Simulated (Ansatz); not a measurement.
```yaml
crystal:
  periodic: [false, false, false]
  atoms:
    - {symbol: Zr, position_ang: [0.000000, 0.000000, 0.002111]}
    - {symbol: O, position_ang: [0.000000, 0.000000, -1.951813]}
    - {symbol: F, position_ang: [0.000000, 0.000000, 1.949702]}
basis:
  gaussian: {orbitals: def2-TZVP}
magnetization: {spin_polarized: true, initial_magnetization: 5}
hamiltonian: {xc: pbe0}
relax: {f_tol: 0.004, max_steps: 80}
```

```sh
$ ansatz run in.yaml --threads 1 --pin off --events-out ev --progress --plain --max-ram 2176MiB
```

Steps of the relaxation (energy above the last step; positions in Å, forces in eV/Å):

```
3
step 1, 1222.8 meV
Zr    0.000    0.000    0.002    0.000    0.000    4.129
O     0.000    0.000   -1.952    0.000    0.000   -3.996
F     0.000    0.000    1.950    0.000    0.000   -0.133
```

```
3
step 2, 687.0 meV
Zr    0.000    0.000    0.058    0.000    0.000    4.006
O     0.000    0.000   -2.059    0.000    0.000   -3.637
F     0.000    0.000    2.000    0.000    0.000   -0.369
```

```
3
step 3, 258.0 meV
Zr    0.000    0.000    0.125    0.000    0.000    1.660
O     0.000    0.000   -2.157    0.000    0.000   -1.685
F     0.000    0.000    2.032    0.000    0.000    0.025
```

```
3
step 6, 1.7 meV
Zr    0.000    0.000    0.258    0.000    0.000    0.059
O     0.000    0.000   -2.415    0.000    0.000   -0.067
F     0.000    0.000    2.157    0.000    0.000    0.009
```

```
3
step 7, 0.1 meV
Zr    0.000    0.000    0.271    0.000    0.000    0.019
O     0.000    0.000   -2.440    0.000    0.000   -0.017
F     0.000    0.000    2.169    0.000    0.000   -0.002
```

```
3
step 9, 0.0 meV
Zr    0.000    0.000    0.276    0.000    0.000    0.000
O     0.000    0.000   -2.450    0.000    0.000    0.000
F     0.000    0.000    2.174    0.000    0.000    0.000
```

Close pairs at the end: Zr1–F3 1.898 Å, Zr1–O2 2.726 Å.

A stationary point of unrestricted PBE0 after 9 steps, with ⟨S²⟩ = 8.757 against 8.75 for a pure state; no frequencies were run, so it isn't proven a minimum. 14 min on 1 thread of Arm Neoverse N1, shared host.
